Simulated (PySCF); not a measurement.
Rock-salt NaCl: correlation energy from several methods in one and the same small orbital space (PySCF; 2 atoms at the zone centre, 8 electrons in 23 orbitals, empty ones MP2 natural orbitals of a DZ basis, lattice constant set to 5.6401 Å). It tests the methods against each other and lies far from the crystal's limit.

```tsv
method	E_corr (eV per atom)	share of full CI (%)	error (meV)
MP2	-1.6079	83.4	319
CCSD	-1.9036	98.8	23
CCSD(T)	-1.9209	99.7	6
CCSDT	-1.9240	99.8	3
CCSDT(Q)	-1.9265	100.0	0
full CI	-1.9269	100.0	0
```

The Hartree–Fock determinant has a weight of 0.94 in the full CI state.

MP2, (T) and (Q) use filled levels shifted down by the Madelung term, which in so small a cell is a large part of the gap, so these rows hang on it.
